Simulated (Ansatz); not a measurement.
# BH5OSi (SMILES BO[SiH3]): single points off equilibrium

A test off equilibrium: a structure displaced at random from a GFN2-xTB minimum is computed at several levels, and each is set against CCSD(T).

Computed with Ansatz 0.2.0, Gaussian basis. Level: single points in def2-TZVPP.

Correlated methods freeze the cores.

## (1) The starting structure

8 atoms, charge 0, spin multiplicity 1.

Atoms are counted from 1 here; the program's logs count them from 0.

Bond lengths: B1–O2 1.181 Å, B1–H4 1.341 Å, B1–H5 1.198 Å, O2–Si3 1.594 Å, Si3–H6 1.632 Å, Si3–H7 1.547 Å, Si3–H8 1.496 Å. Angles: O2–B1–H4 121.1°, O2–B1–H5 119.4°, H4–B1–H5 118.9°, B1–O2–Si3 176.8°, O2–Si3–H6 113.9°, O2–Si3–H7 112.2°, O2–Si3–H8 111.8°, H6–Si3–H7 104.3°, H6–Si3–H8 102.0°, H7–Si3–H8 112.0°.

Geometry (Å):

```xyz
8

B    -0.3810    0.8896   -1.2643
O    -0.0783    0.2312   -0.3322
Si    0.3786   -0.5889    0.9559
H    -1.6449    1.3019   -1.4401
H     0.4133    1.0655   -2.1441
H    -0.5711   -0.3527    2.2614
H     1.7926   -0.1833    1.4347
H     0.2588   -2.0655    0.7460
```

## (2) CCSD(T)/def2-TZVPP

run/in.yaml reads:

```yaml
crystal:
  periodic: [false, false, false]
  atoms:
    - {symbol: B, position_ang: [-0.381000, 0.889600, -1.264300]}
    - {symbol: O, position_ang: [-0.078300, 0.231200, -0.332200]}
    - {symbol: Si, position_ang: [0.378600, -0.588900, 0.955900]}
    - {symbol: H, position_ang: [-1.644900, 1.301900, -1.440100]}
    - {symbol: H, position_ang: [0.413300, 1.065500, -2.144100]}
    - {symbol: H, position_ang: [-0.571100, -0.352700, 2.261400]}
    - {symbol: H, position_ang: [1.792600, -0.183300, 1.434700]}
    - {symbol: H, position_ang: [0.258800, -2.065500, 0.746000]}
basis:
  gaussian: {orbitals: def2-TZVPP}
correlation: {method: ccsd_t}
output: {forces: true}
```

The command line of these runs was not kept.

## (3) PBE0-D4/def2-TZVPP

run/in.yaml: that of step 2 with these lines changed.

```diff
@@ -13,3 +13,3 @@
   gaussian: {orbitals: def2-TZVPP}
-correlation: {method: ccsd_t}
-output: {forces: true}
+hamiltonian: {xc: pbe0, dispersion: d4}
+output: {forces: true, orbitals: {seedname: orbitals}}
```

## (4) wB97M-V/def2-TZVPP

run/in.yaml: that of step 3 with these lines changed.

```diff
@@ -13,3 +13,3 @@
   gaussian: {orbitals: def2-TZVPP}
-hamiltonian: {xc: pbe0, dispersion: d4}
-output: {forces: true, orbitals: {seedname: orbitals}}
+hamiltonian: {xc: {name: wB97M-V}}
+output: {forces: true}
```

## (5) r2SCAN-D4/def2-TZVPP

run/in.yaml: that of step 4 with these lines changed.

```diff
@@ -13,3 +13,3 @@
   gaussian: {orbitals: def2-TZVPP}
-hamiltonian: {xc: {name: wB97M-V}}
+hamiltonian: {xc: r2scan, dispersion: d4}
 output: {forces: true}
```

## (6) PBE-D4/def2-TZVPP

run/in.yaml: that of step 5 with these lines changed.

```diff
@@ -13,3 +13,3 @@
   gaussian: {orbitals: def2-TZVPP}
-hamiltonian: {xc: r2scan, dispersion: d4}
+hamiltonian: {xc: pbe, dispersion: d4}
 output: {forces: true}
```

## (7) BHLYP-D4/def2-TZVPP

run/in.yaml: that of step 6 with these lines changed.

```diff
@@ -13,3 +13,3 @@
   gaussian: {orbitals: def2-TZVPP}
-hamiltonian: {xc: pbe, dispersion: d4}
+hamiltonian: {xc: {name: BHLYP}, dispersion: d4}
 output: {forces: true}
```

## (8) B97M-V/def2-TZVPP

run/in.yaml: that of step 7 with these lines changed.

```diff
@@ -13,3 +13,3 @@
   gaussian: {orbitals: def2-TZVPP}
-hamiltonian: {xc: {name: BHLYP}, dispersion: d4}
+hamiltonian: {xc: {name: B97M-V}}
 output: {forces: true}
```

(Steps that only read results are left out.)

What does the calculation give? Wanted: energy less free atoms, CCSD(T)/def2-TZVPP; RMS force component; RMS force error; HOMO and LUMO, PBE0-D4; T1 diagnostic.

As calculated:

| quantity | value |
| --- | --- |
| energy less free atoms, CCSD(T)/def2-TZVPP | -26.687 eV |
| RMS force component | 3.292 to 3.566 eV/Å over the methods |
| RMS force error | PBE0-D4 0.197, wB97M-V 0.130, r2SCAN-D4 0.165, PBE-D4 0.209, BHLYP-D4 0.225, B97M-V 0.292 eV/Å |
| HOMO and LUMO, PBE0-D4 | -7.60 and -0.33 eV |
| T1 diagnostic | 0.011 |

Against CCSD(T) the functionals' energies less atoms differ by -0.930 to -0.397 eV, PBE-D4 by -0.655 eV. A larger basis would deepen the CCSD(T) value, while the functionals are nearly converged already, so the order here is not reliable. On forces the order runs from wB97M-V to B97M-V. Frozen-core CCSD(T) forces in triple zeta carry basis errors of their own, and this is one geometry, so small gaps rank nothing.
